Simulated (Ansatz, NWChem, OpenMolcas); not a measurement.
Errors in the atomisation enthalpy at 298 K

6 molecules with nitrogen; the atomisation enthalpy at 298 K in kJ/mol, computed less measured. Shapes, held fixed at every level: PBE0-D4/def2-TZVP. Flexible molecules stand in one conformer, not always the lowest. Thermal terms are harmonic and unscaled (PBE0-D4/def2-TZVP); the spin-orbit lowering of the free atoms is taken from their spectra. Programs: Ansatz 0.2.0, NWChem 7.3.0, OpenMolcas 26.06. A level may come from different programs for different species; with the same settings they agree closely. Measured values: Active Thermochemical Tables, NIST-JANAF tables.

Levels: A = BHLYP/cc-pVTZ; B = wB97X/STO-3G; C = CCSD(T)/def2-SVP; D = CCSD/def2-TZVPP; E = CCSD(T)/CBS estimate.

| molecule | from tabulated heats | A | B | C | D | E |
| --- | --- | --- | --- | --- | --- | --- |
| HCN (hydrogen cyanide) | 1278 | -83 | -45 | -81 | -85 | -8 |
| N2O (nitrous oxide) | 1112 | -156 | -421 | -125 | -144 | -10 |
| HOCN (cyanic acid) | 1671 | -131 | -149 | -121 | -121 | -8 |
| NF3 (nitrogen trifluoride) | 843 | -163 | +53 | -137 | -119 | -3 |
| CH3N (methanimine) | 1755 | -71 | +111 | -108 | -88 | -3 |
| N2H4 (hydrazine) | 1721 | -77 | +19 | -170 | -103 | 0 |

Task: Which level does best on this set, which worst, and which err to one side?

Result: 
| level | kind | mean error | mean absolute error | worst case |
| --- | --- | --- | --- | --- |
| BHLYP/cc-pVTZ | global hybrid | -113.5 | 113.5 | NF3 |
| wB97X/STO-3G | range-separated hybrid | -72.0 | 133.0 | N2O |
| CCSD(T)/def2-SVP | coupled cluster or CI | -123.7 | 123.7 | N2H4 |
| CCSD/def2-TZVPP | coupled cluster or CI | -110.0 | 110.0 | N2O |
| CCSD(T)/CBS estimate | coupled cluster or CI | -5.3 | 5.3 | N2O |

On this set CCSD(T)/CBS estimate has the smallest mean absolute error and wB97X/STO-3G the largest. Without N2O the largest would be that of CCSD(T)/def2-SVP. BHLYP/cc-pVTZ is too low in 6 of 6; CCSD(T)/def2-SVP is too low in 6 of 6; CCSD/def2-TZVPP is too low in 6 of 6; CCSD(T)/CBS estimate is too low in 5 of 6. The heats of NF3 come from older tables and can be uncertain by 10 kJ/mol or more. The largest two are near a tie. Rows in very small basis sets show the basis more than the method. Correlated wave functions converge slowly with the basis. CCSD also lacks the triples, which bind further. The CBS estimate extrapolates MP2 from def2-TZVPP and def2-QZVPP and adds CCSD(T) − MP2 in the triple-zeta set, cores frozen. The set is small.
